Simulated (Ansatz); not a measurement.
# H4SSi2: relaxed scan of one distance from a Python script

The task is a relaxed scan of one distance, for H4SSi2.

All numbers are computed with Ansatz 0.2.0 through its Python package. Level of theory: PBE/def2-SVP.

## Step 1: Starting point

Bond lengths: Si1–Si2 2.200 Å, Si1–S3 2.052 Å, Si2–S3 2.149 Å, Si1–H4 1.450 Å, Si1–H5 1.516 Å, Si2–H6 1.489 Å, Si2–H7 1.513 Å. Angles: Si1–Si2–S3 56.3°, Si1–Si2–H6 120.9°, Si1–Si2–H7 120.5°, S3–Si2–H6 110.5°, S3–Si2–H7 110.1°, H6–Si2–H7 117.8°, Si2–Si1–S3 60.6°, Si2–Si1–H4 119.2°, Si2–Si1–H5 121.5°, S3–Si1–H4 110.5°, S3–Si1–H5 112.1°, H4–Si1–H5 117.0°, Si1–S3–Si2 63.1°.

The script holds or builds the structure itself.

## Step 2: The code

File h4ssi2_relaxed_scan.py:

```python
"""One bond of H4SSi2 held at set lengths while the rest relaxes."""

import ansatz as az
import numpy as np

BASIS = "def2-SVP"
XC = "pbe"

GEOMETRY = """
Si   -0.86860   -0.17150   -0.65690
Si    0.78840    0.47000    0.63990
S     0.43920   -1.57320    0.07470
H    -2.18640   -0.35690   -0.08120
H    -0.78730   -0.04640   -2.16570
H     0.58890    0.64760    2.10430
H     2.08700    0.96230    0.03910
"""


def main() -> None:
    system = az.Crystal.molecule()
    for line in GEOMETRY.strip().splitlines():
        symbol, *xyz = line.split()
        system = system.atom(symbol, [float(v) for v in xyz])

    model = system.calculation().basis(gaussian=BASIS).functional(XC)
    symbols = [site.symbol for site in system.cartesian_sites]
    pairs = [(0, 1), (0, 2), (0, 3), (0, 4), (1, 2), (1, 5)]
    print("held (A)   E (eV)        ", "  ".join(f"{symbols[i]}{i}-{symbols[j]}{j}" for i, j in pairs))
    for length in [1.98, 2.15, 2.32, 2.58, 2.9]:
        summary = model.relax(constraints=[az.DistanceConstraint((1, 2), at=length)], force_tolerance=0.02, max_steps=60).run(threads=1).report
        xyz = np.array(summary["positions_ang"])
        print(f"{length:6.2f} {summary['free_energy_ev']:14.5f}  ", "  ".join(f"{np.linalg.norm(xyz[i] - xyz[j]):.3f}" for i, j in pairs))


if __name__ == "__main__":
    main()
```

## Step 3: The input behind the calls

The package turns the script's settings into the engine's input (first run):

```yaml
crystal:
  periodic: [false, false, false]
  atoms:
    - { symbol: Si, position_ang: [-0.8686, -0.1715, -0.6569] }
    - { symbol: Si, position_ang: [0.7884, 0.47, 0.6399] }
    - { symbol: S, position_ang: [0.4392, -1.5732, 0.0747] }
    - { symbol: H, position_ang: [-2.1864, -0.3569, -0.0812] }
    - { symbol: H, position_ang: [-0.7873, -0.0464, -2.1657] }
    - { symbol: H, position_ang: [0.5889, 0.6476, 2.1043] }
    - { symbol: H, position_ang: [2.087, 0.9623, 0.0391] }
basis:
  gaussian:
    orbitals: def2-SVP
hamiltonian:
  xc: pbe
relax:
  f_tol: 0.02
  max_steps: 60
  constraints:
    - { distance: [1, 2], at: 1.98 }
```

## Step 4: Launch

Run with:

```console
python h4ssi2_relaxed_scan.py
```

The log of the run:

```text
held (A)   E (eV)         Si0-Si1  Si0-S2  Si0-H3  Si0-H4  Si1-S2  Si1-H5
DeckWarning: relax.constraints: the input's atoms, or those drawn, lie off the distances that are held; a relaxation that starts there is brought onto them ahead of its first SCF, by positions alone, an atom by 8.43e-2 Å at the most. With the symmetry detection on, the symmetry is detected on the input's atoms as so brought (as typed, where only the drawn atoms reach the distances), and notices that speak of the structure as typed mean those atoms
  1.98   -26634.50934   2.259  2.214  1.500  1.500  1.980  1.505
  2.15   -26634.84016   2.266  2.189  1.501  1.501  2.150  1.501
  2.32   -26634.76341   2.276  2.166  1.503  1.502  2.320  1.500
  2.58   -26634.36790   2.298  2.136  1.504  1.504  2.580  1.499
  2.90   -26633.86170   2.342  2.099  1.506  1.506  2.900  1.503
```

(Warnings from the package without file and line, repeats left out.)

Run time: 64 s. Hardware: 1 thread of Arm Neoverse V1, shared host; peak memory 0.2 GiB.

## Step 5: The engine's runs

From the records of these 5 runs:

```csv
run,distance (Å),energy from run 2 (eV),SCF cycles in all,CPU time (s)
1,1.98,0.3308,58,12
2,2.15,0.0000,67,14
3,2.32,0.0767,52,10
4,2.58,0.4723,61,12
5,2.90,0.9785,72,14
```

## Step 6: The relaxation of run 1, step by step

Relaxation path:

| step | energy from step 1 (eV) | largest force component (eV/Å) |
| --- | --- | --- |
| 1 | 0.0000 | 2.4506 |
| 2 | -0.3956 | 0.4469 |
| 3 | -0.4234 | 0.2073 |
| 4 | -0.4289 | 0.0503 |
| 5 | -0.4291 | 0.0113 |

Step 1 is the start.

Before: Bond lengths: Si1–Si2 2.200 Å, Si1–S3 2.052 Å, Si2–S3 2.149 Å, Si1–H4 1.450 Å, Si1–H5 1.516 Å, Si2–H6 1.489 Å, Si2–H7 1.513 Å. Angles: Si1–Si2–S3 56.3°, Si1–Si2–H6 120.9°, Si1–Si2–H7 120.5°, S3–Si2–H6 110.5°, S3–Si2–H7 110.1°, H6–Si2–H7 117.8°, Si2–Si1–S3 60.6°, Si2–Si1–H4 119.2°, Si2–Si1–H5 121.5°, S3–Si1–H4 110.5°, S3–Si1–H5 112.1°, H4–Si1–H5 117.0°, Si1–S3–Si2 63.1°.

After: Bond lengths: Si1–Si2 2.259 Å, Si1–S3 2.214 Å, Si2–S3 1.980 Å, Si1–H4 1.500 Å, Si1–H5 1.500 Å, Si2–H6 1.505 Å, Si2–H7 1.505 Å. Angles: Si1–Si2–S3 62.6°, Si1–Si2–H6 120.4°, Si1–Si2–H7 120.4°, S3–Si2–H6 118.6°, S3–Si2–H7 118.6°, H6–Si2–H7 109.6°, Si2–Si1–S3 52.5°, Si2–Si1–H4 123.5°, Si2–Si1–H5 123.5°, S3–Si1–H4 112.3°, S3–Si1–H5 112.3°, H4–Si1–H5 112.7°, Si1–S3–Si2 64.9°.

## Step 7: The relaxation of run 5, step by step

Step by step:

```
step  E - E(step 1) (eV)  largest force component (eV/Å)
   1              0.0000                          2.4735
   2             -0.6069                          0.5426
   3             -0.6545                          0.4541
   4             -0.6652                          0.2080
   5             -0.6743                          0.0277
   6             -0.6745                          0.0058
```

Step 1 is the start.

Before: Bond lengths: Si1–Si2 2.200 Å, Si1–S3 2.052 Å, Si2–S3 2.149 Å, Si1–H4 1.450 Å, Si1–H5 1.516 Å, Si2–H6 1.489 Å, Si2–H7 1.513 Å. Angles: Si1–Si2–S3 56.3°, Si1–Si2–H6 120.9°, Si1–Si2–H7 120.5°, S3–Si2–H6 110.5°, S3–Si2–H7 110.1°, H6–Si2–H7 117.8°, Si2–Si1–S3 60.6°, Si2–Si1–H4 119.2°, Si2–Si1–H5 121.5°, S3–Si1–H4 110.5°, S3–Si1–H5 112.1°, H4–Si1–H5 117.0°, Si1–S3–Si2 63.1°.

After: Bond lengths: Si1–Si2 2.342 Å, Si1–S3 2.099 Å, Si1–H4 1.506 Å, Si1–H5 1.506 Å, Si2–H6 1.503 Å, Si2–H7 1.503 Å. Angles: Si1–Si2–H6 121.4°, Si1–Si2–H7 121.4°, H6–Si2–H7 110.5°, Si2–Si1–S3 81.3°, Si2–Si1–H4 111.8°, Si2–Si1–H5 111.9°, S3–Si1–H4 119.7°, S3–Si1–H5 119.7°, H4–Si1–H5 109.2°.

## Step 8: Outcome

| quantity | value |
| --- | --- |
| runs compared | 5 |
| range of energy | 0.978 eV |
| lowest point, distance (Å) | 2.15 |

The curve has its lowest point inside the range, at 2.15. The ends stand 0.331 and 0.978 eV above it. The distance scanned is the script's pair 1, 2. Run 1: After 4 moves the largest shift is 0.177 Å, of atom 2 (Si). Run 5: After 5 moves the largest shift is 0.460 Å, of atom 3 (S). The energies are electronic: no zero-point or thermal terms, and the basis set is short of its limit.
